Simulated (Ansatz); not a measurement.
`COC(N)F` + H₂ → `NCF` + CH₃OH  (hydrogenolysis of a C–O bond)

Program: Ansatz. Geometries: PBE0-D4/def2-TZVP. ΔE: electronic, gas phase. CBS: MP2 limit from def2 TZ/QZ plus the TZ coupled-cluster correction, frozen cores. This one scheme is used for every species. Each species was taken in one conformer, which may not be the lowest.

| species | CCSD(T)/CBS(def2) energy (Eh) |
| --- | --- |
| `COC(N)F` | -309.37401 |
| H₂ | -1.17544 |
| `NCF` | -194.94856 |
| CH₃OH | -115.61712 |

**Question.** Work out ΔE.

**Answer.** ΔE = (-194.94856) + (-115.61712) − (-309.37401) − (-1.17544) = -0.01623 Eh = -42.6 kJ/mol.

Largest T1 diagnostic among the species: 0.011.

In def2-TZVPP, CCSD(T) changes the Hartree–Fock value by +15.1 kJ/mol (the triples alone add +5.2 kJ/mol) and MP2 by +15.7 kJ/mol. At CCSD(T), def2-SVP lies +17.4 kJ/mol from the extrapolated value and def2-TZVPP +3.2 kJ/mol. From r2SCAN to r2SCAN0 (25 % exact exchange), in def2-TZVPP and without D4, ΔE moves by −4.8 kJ/mol.
